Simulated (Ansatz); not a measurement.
# CH5BN: the cost of one run

Program: Ansatz 0.2.0. Level of theory: UKS PBE0/def2-SVP. These are calculated values, not measurements.

**1. The starting structure**

Bond lengths: C1–B2 1.615 Å, B2–N3 1.306 Å, C1–H4 1.084 Å, C1–H5 1.086 Å, C1–H6 1.086 Å, B2–H7 1.189 Å, N3–H8 0.994 Å. Angles: C1–B2–N3 125.5°, C1–B2–H7 113.2°, N3–B2–H7 121.3°, B2–C1–H4 110.4°, B2–C1–H5 110.2°, B2–C1–H6 110.0°, H4–C1–H5 109.0°, H4–C1–H6 109.0°, H5–C1–H6 108.1°, B2–N3–H8 152.8°.

As a file:

```xyz
8

C    -0.5870    0.7891   -0.3435
B     0.5289   -0.2358    0.2155
N     0.3538   -1.5159    0.4075
H    -1.5059    0.2608   -0.5705
H    -0.2291    1.2794   -1.2438
H    -0.7935    1.5544    0.3990
H     1.5694    0.2874    0.4528
H     0.6636   -2.4194    0.6830
```

**2. Relaxing end A**

Contents of input.yaml:

```yaml
crystal:
  periodic: [false, false, false]
  atoms:
    - { symbol: C, position_ang: [-0.58704, 0.78912, -0.34347] }
    - { symbol: B, position_ang: [0.52886, -0.23579, 0.2155] }
    - { symbol: "N", position_ang: [0.35379, -1.51592, 0.40753] }
    - { symbol: H, position_ang: [-1.50592, 0.26078, -0.57046] }
    - { symbol: H, position_ang: [-0.22914, 1.2794, -1.24381] }
    - { symbol: H, position_ang: [-0.79355, 1.55441, 0.39896] }
    - { symbol: H, position_ang: [1.56943, 0.28738, 0.45279] }
    - { symbol: H, position_ang: [0.66357, -2.41938, 0.68296] }
magnetization:
  spin_polarized: true
  initial_magnetization: 1
basis:
  gaussian: { orbitals: def2-SVP }
hamiltonian:
  xc: pbe0
relax:
  f_tol: 0.015
  max_steps: 40
```

Started as:

```console
$ ansatz run input.yaml --threads 1 --pin off --max-ram 2048MiB --backend cpu --events-out ev --progress --plain --runs-dir out
```

What time and memory should one allow on 1 thread of Arm Neoverse V1, shared host?

About 18 s, with a peak of 0.15 GiB.
